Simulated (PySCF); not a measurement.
Numbering as in the mapped SMILES `[OH:1][BH:2][OH:3]`. Each H is labelled by its parent atom.

- PBE0-D3(BJ)/def2-SVP geometry
- σ from GIAO-PBE0/pcSseg-1
- run in PySCF
- one computed conformer, rapidly exchanging positions averaged, gas phase, non-relativistic Hamiltonian

References, each an isolated molecule treated in the same way: ¹H vs TMS; ¹⁷O against H2O; ¹¹B vs BF3·OEt2.

| atoms | nucleus | count | Hirshfeld charge | δ (ppm) |
| --- | --- | --- | --- | --- |
| O1/O3 | ¹⁷O | 2 | -0.25 | ? |
| H(O1)/H(O3) | ¹H | 2 | 0.18 | ? |
| H(B2) | ¹H | 1 | -0.07 | 4.49 |
| B2 | ¹¹B | 1 | 0.21 | 26.1 |

Complete the table.

Results:


- H(O1)/H(O3): 4.05 ppm, hydrogen on an oxygen bonded to B; exchangeable; this is the value without hydrogen bonding to other molecules
- O1/O3: 143.7 ppm, oxygen bonded to B, H

OH/NH shifts are gas-phase values; hydrogen bonding in solution moves them, usually downfield. Hydrogens on boron are broadened and split by ¹¹B (spin 3/2, 80 %) and 10B (spin 3). Experimental scales use liquid or dissolved standards, which lie at an offset from isolated H2O (liquid H2O: subtract about 36 ppm).
